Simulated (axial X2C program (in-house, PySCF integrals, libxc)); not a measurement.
**Worked dissociation energy of BO: CCSD, 2c**

Computed with an in-house all-electron X2C program for linear molecules (integrals from PySCF). Two-component (2c) means X2C with spin–orbit coupling and atomic mean-field two-electron Coulomb and Gaunt terms. Basis: O dyall-av3z [7s6p3d2f], B dyall-v3z [7s6p2d1f] (cores contracted in-house); Gaussian nuclei, density fitting, unrestricted open shells. Masses: O 15.995 u, B 11.009 u.

Molecular state: Ω = 1/2 (⟨Sz⟩ = 0.50, ⟨Lz⟩ = 0.00 at HF).

Correlated methods: 9 electrons correlated (number of frozen shells: O 1 s; B 1 s), 175 virtual spin orbitals or spinors in MP2, 89 natural virtuals in coupled cluster.

| Quantity | Value |
| --- | --- |
| E(O) (2M_J = 4) | -75.033705 hartree |
| E(B) (2M_J = 1) | -24.604501 hartree |
| E(BO) at Re | -99.926783 hartree |
| ωe | 1921.5 cm⁻¹ |
| ωexe | 10.4 cm⁻¹ |

Work out De and D0.

De = -75.033705 + (-24.604501) − (-99.926783) = 0.28858 hartree = 7.853 eV. The zero-point energy is ωe/2 − ωexe/4 = 958 cm⁻¹ = 0.119 eV, so D0 = 7.734 eV.

The state is one determinant whose occupation by symmetry is held fixed; it was picked as the lowest of a PBE0 search that is not exhaustive. Dissociation energies refer to the lowest single-determinant-based atoms at the same level and basis. CCSD ran in a truncated set of natural virtual spinors with an MP2 remainder; without triples it tends to underbind. The determinant is spin-polarised beyond a pure state at some levels (its spin-free form has ⟨S²⟩ too high), which makes Re and μ there less reliable.

Each atomic determinant is the lowest at this level and need not be a pure J level. Totals compare only within one Hamiltonian and basis.
